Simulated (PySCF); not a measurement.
## Gas-phase XPS of `S=CC1CC1`, computed

C4H6S.
Cartesian coordinates in Å at the PBE0-D3(BJ)/def2-SVP level; atoms count from 1:
```xyz
11
C4H6S angstrom
S      2.9553   -0.7526    0.1315
C      1.4792   -0.2920   -0.3520
C      0.3009   -0.1489    0.4971
C     -1.0625   -0.4726   -0.0919
C     -0.7056    0.9407    0.1655
H      1.3004   -0.0535   -1.4168
H      0.4611   -0.3816    1.5529
H     -1.0894   -0.8258   -1.1264
H     -1.7685   -0.9730    0.5752
H     -1.1553    1.4563    1.0174
H     -0.4800    1.5872   -0.6870
```

Computed with delta-SCF UKS SCAN, pcX-2 on the ionised atom, pcseg-1 elsewhere, spin-free X2C in PySCF 2.14.0. Each binding energy is the total energy of the core-ionised species, with the hole localised on one atom, minus that of the ground state; both are solved self-consistently, so orbital relaxation is included.

What binding energy does each computed site have?

| atom(s) | environment | level | binding energy (eV) | above the level's lowest (eV) | count |
| --- | --- | --- | --- | --- | --- |
| S1 | thiocarbonyl sulfur | S 1s | 2476.15 | 0.00 | 1 |
| C2 | thiocarbonyl carbon | C 1s | 291.89 | +0.68 | 1 |
| C3 | three-membered-ring carbon | C 1s | 291.26 | +0.05 | 1 |
| C4/C5 | three-membered-ring carbon | C 1s | 291.21 | 0.00 | 2 |

Lowest listed C 1s: C4/C5, bonded to 2 C and 2 H. Highest, 0.68 eV above it: C2, bonded to S (double bond), C and H. Summing the Pauling electronegativity differences to the bonded atoms, each weighted by its formal bond order, gives -0.70 for the lowest site and -0.29 for the highest; no listed site has a larger sum than the highest.

Which effective nuclear charge Zeff reproduces each element's mean 1s value in the hydrogen-like formula E = 13.606 eV × Zeff²?

C (Z = 6): mean 291.4 eV, Zeff = 4.63, Z − Zeff = 1.37; S (Z = 16): mean 2476.2 eV, Zeff = 13.49, Z − Zeff = 2.51. Means run over the listed sites, weighted by atom count.

Atoms equivalent by their bonding share one computed value, that of the first of them. Not every level is listed. Spin contamination (⟨S²⟩ against 0.75 for a pure doublet) is marked for C 1s of C2 (0.93), which makes this value less certain. One conformer (not necessarily the lowest) at the PBE0-D3(BJ)/def2-SVP geometry, without solvent, vibrations or thermal averaging.
